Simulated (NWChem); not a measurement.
Species: O₃ anion, doublet

```xyz
3

O     -1.1351     0.0000    -0.2390
O      0.0000     0.0000     0.4780
O      1.1351     0.0000    -0.2390
```
Atoms are numbered in this order, from 1.

Computed with NWChem. Spin-unrestricted. In the optimisation the excess spin sits in b2 (C2v, its own frame). Sets without diffuse functions describe the anion's extra electron poorly. All runs use the structure optimised with B3LYP/def2-SVPD, spin-unrestricted. No stability test was run on the SCF state. The highest occupied level is positive in some or all of these runs, so the extra electron may be held by the finite basis. Total energies compare along this basis series because the functional is fixed.

```json
[
 {"level": "PBE/cc-pVDZ", "basis functions": "42", "energy (Ha)": "-225.2774", "highest occupied level (eV)": "3.63", "lowest empty minus highest occupied level, either spin (eV)": "1.21", "<S²>": "0.751"},
 {"level": "PBE/aug-cc-pVDZ", "basis functions": "69", "energy (Ha)": "-225.3477", "highest occupied level (eV)": "1.67", "lowest empty minus highest occupied level, either spin (eV)": "1.17", "<S²>": "0.752"},
 {"level": "PBE/cc-pVTZ", "basis functions": "90", "energy (Ha)": "-225.3694", "highest occupied level (eV)": "2.77", "lowest empty minus highest occupied level, either spin (eV)": "1.23", "<S²>": "0.751"},
 {"level": "PBE/aug-cc-pVTZ", "basis functions": "138", "energy (Ha)": "-225.3984", "highest occupied level (eV)": "1.65", "lowest empty minus highest occupied level, either spin (eV)": "1.20", "<S²>": "0.752"},
 {"level": "PBE/cc-pVQZ", "basis functions": "165", "energy (Ha)": "-225.3988", "highest occupied level (eV)": "2.36", "lowest empty minus highest occupied level, either spin (eV)": "1.23", "<S²>": "0.752"}
]
```
